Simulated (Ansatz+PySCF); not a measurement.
A calculation with Ansatz (development build ahead of 0.2.0).

```yaml
crystal:
  periodic: [false, false, false]
  atoms:
    - { symbol: Mg, position_ang: [0.0, 0.0, 0.0] }
    - { symbol: Si, position_ang: [1.37551, 1.83402, 3.97077] }
basis:
  gaussian: { orbitals: STO-3G }
total_charge: 1
magnetization:
  initial_magnetization: 1
hamiltonian:
  xc: hf
correlation:
  method: fci
  frozen_orbitals: { Mg: 1, Si: 5 }
```

The input is written out in the form of the current development build from the run's settings.

Output:

```json
{
 "Converged": "yes",
 "Total energy": "-482.46421 hartree",
 "State": "lowest doublet root, of any spatial symmetry"
}
```
